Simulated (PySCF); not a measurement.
## Relaxation of singlet MgF2

These are results of PBE0 in PySCF with Mg def2-TZVP, F def2-TZVP; no relativity; density-fitted integrals, not measurements. A (50,194) grid was used.

A hand-made bent start, of C2v symmetry, held to at least that symmetry:

```xyz
3
charge 0 multiplicity 1, angstrom
Mg    0.0000    0.0000   -0.7138
F     1.6629    0.0000    0.4506
F    -1.6629    0.0000    0.4506
```

What forces act on the atoms at the start (eV/Å)?


```tsv
atom	Fx	Fy	Fz
Mg1	0.00	0.00	4.59
F2	-2.07	0.00	-2.30
F3	2.07	0.00	-2.30
```

What does it relax to?

It ends at D∞h with Mg–F 1.746 Å (×2); F–Mg–F 180.0°. No frequency check is given, so it may be a saddle point. Other isomers or separated fragments may lie lower.

How much energy is released, and in how many steps?

184.9 kJ/mol in 9 steps.

The relaxation took of the order of 20 core-seconds on a shared host.
